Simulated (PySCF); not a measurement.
Running PySCF for MgO

The script input.py:

```python
from pyscf import gto, dft

mol = gto.M(
    atom='Mg 0 0 0; O 0 0 2.007',
    basis='x2c-svpall',
    charge=0,
    spin=2,
    verbose=4,
)
mf = dft.UKS(mol, xc='b3pw91')
mf = mf.sfx2c1e()
mf.kernel()
mf.dip_moment()
print('orbital energies (hartree):', [e[max(0, n-3):n+3].round(4) for e, n in zip(mf.mo_energy, mol.nelec)])
```

```bash
$ python input.py
```

Output (some set-up lines and the per-cycle HOMO/LUMO lines with their warnings removed):

```
PySCF version 2.14.0

[INPUT] verbose = 4
[INPUT] num. atoms = 2
[INPUT] num. electrons = 20
[INPUT] charge = 0
[INPUT] spin (= nelec alpha-beta = 2S) = 2
[INPUT] symmetry False subgroup None
[INPUT] Mole.unit = angstrom
[INPUT] Symbol           X                Y                Z      unit          X                Y                Z       unit  Magmom
[INPUT]  1 Mg     0.000000000000   0.000000000000   0.000000000000 AA    0.000000000000   0.000000000000   0.000000000000 Bohr   0.0
[INPUT]  2 O      0.000000000000   0.000000000000   2.007000000000 AA    0.000000000000   0.000000000000   3.792680332002 Bohr   0.0

nuclear repulsion = 25.3119144236771
number of shells = 6
number of NR pGTOs = 60
number of NR cGTOs = 32
basis = x2c-svpall
ecp = {}

******** <class 'pyscf.x2c.sfx2c1e.sfX2C1eUKS'> ********
method = sfX2C1eUKS
initial guess = minao
damping factor = 0
level_shift factor = 0
DIIS = <class 'pyscf.scf.diis.CDIIS'>
diis_start_cycle = 1
diis_space = 8
diis_damp = 0
SCF conv_tol = 1e-09
SCF conv_tol_grad = None
SCF max_cycles = 50
direct_scf = True
direct_scf_tol = 1e-13
number electrons alpha = 11  beta = 9
XC library pyscf.dft.libxc version 7.0.0
    S. Lehtola, C. Steigemann, M. J.T. Oliveira, and M. A.L. Marques.,  SoftwareX 7, 1–5 (2018)
XC functionals = b3pw91
    A. D. Becke.,  J. Chem. Phys. 98, 5648 (1993)
radial grids:
    Treutler-Ahlrichs [JCP 102, 346 (1995); DOI:10.1063/1.469408] (M4) radial grids

becke partition: Becke, JCP 88, 2547 (1988); DOI:10.1063/1.454033
pruning grids: <function nwchem_prune>
grids dens level: 3
symmetrized grids: False
atomic radii adjust function: <function treutler_atomic_radii_adjust>
small_rho_cutoff = 0

******** <class 'pyscf.x2c.sfx2c1e.SpinFreeX2CHelper'> ********
approx = 1e
xuncontract = 1
Set gradient conv threshold to 3.16228e-05
tot grids = 32664
init E= -275.264030451773

cycle= 1 E= -275.299753935499  delta_E= -0.0357  |g|= 0.369  |ddm|= 1.14
cycle= 2 E= -274.373599707007  delta_E= 0.926  |g|= 1.32  |ddm|= 1.53
cycle= 3 E= -275.378894199541  delta_E= -1.01  |g|= 0.0292  |ddm|= 1.21
cycle= 4 E= -275.379862046028  delta_E= -0.000968  |g|= 0.0185  |ddm|= 0.0916
cycle= 5 E= -275.380122255607  delta_E= -0.00026  |g|= 0.00196  |ddm|= 0.0276
cycle= 6 E= -275.380131170999  delta_E= -8.92e-06  |g|= 0.000519  |ddm|= 0.00657
cycle= 7 E= -275.380131765066  delta_E= -5.94e-07  |g|= 0.000297  |ddm|= 0.00186
cycle= 8 E= -275.380131843738  delta_E= -7.87e-08  |g|= 0.000106  |ddm|= 0.000616
cycle= 9 E= -275.380131852192  delta_E= -8.45e-09  |g|= 9.87e-06  |ddm|= 0.00019
cycle= 10 E= -275.380131852371  delta_E= -1.79e-10  |g|= 2.14e-06  |ddm|= 3.69e-05
Extra cycle  E= -275.380131852375  delta_E= -3.52e-12  |g|= 2.9e-06  |ddm|= 5.55e-06
converged SCF energy = -275.380131852375  <S^2> = 2.0053425  2S+1 = 3.0035595
Dipole moment(X, Y, Z, Debye): -0.00000, -0.00000, -3.22795
orbital energies (hartree): [array([-0.3167, -0.2754, -0.206 , -0.0453, -0.0406,  0.0148]), array([-0.7854, -0.2708, -0.2456, -0.1109, -0.1046, -0.0034])]
```

In short: E(SCF) = -275.380132 Eh, 10 cycles, ⟨S²⟩ = 2.005, μz(SCF) = -3.23 D.

Wall time 2.3 s on one thread of a shared host.

The bond length is a typed value, not an optimised one. No search for the lowest solution was made.
